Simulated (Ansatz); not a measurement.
Results of revPBE in Ansatz (plane waves, PAW) for hcp Ti.

Settings: plane-wave cutoff 520 eV, 24×24×12 k mesh (along the axes of the cell as run), Fermi–Dirac smearing 0.05 eV, no spin polarisation, scalar-relativistic PAW data made under PBE.

Energies at three volumes about the minimum:

| V (Å³/atom) | E − E_lowest (meV/atom) |
|---|---|
| 17.404 | 2.44 |
| 17.760 | 0.00 |
| 18.115 | 2.30 |

Problem. Fit a parabola by hand: where is the minimum, and what is the bulk modulus?

Solution. Slopes: (0.00 − 2.44)/(17.760 − 17.404) = -6.854 and (2.30 − 0.00)/(18.115 − 17.760) = 6.479 meV/Å³. Curvature E″ = 2 × (6.479 − (-6.854))/(18.115 − 17.404) = 37.505 meV/Å⁶. From the middle of the first interval, the slope vanishes at V0 = 17.5820 − (-6.854)/37.505 = 17.765 Å³/atom. B = V0 E″ = 17.765 × 37.505 meV/Å³ × 0.1602 GPa per meV/Å³ = 107 GPa. The full Birch–Murnaghan fit to all volumes gives V0 = 17.759 Å³/atom and B0 = 107 GPa.

Shape and atoms are relaxed at each volume.

Measured, for comparison: bulk modulus 108 GPa (zero-point energy and finite temperature contributions removed; as tabulated in doi:10.1021/acs.jctc.3c00612). Computed (rounded) less measured: bulk modulus -0.9 %.

Note: the bulk modulus comes from volumes at which shape and atoms were relaxed.

Ansatz is a first-principles code.
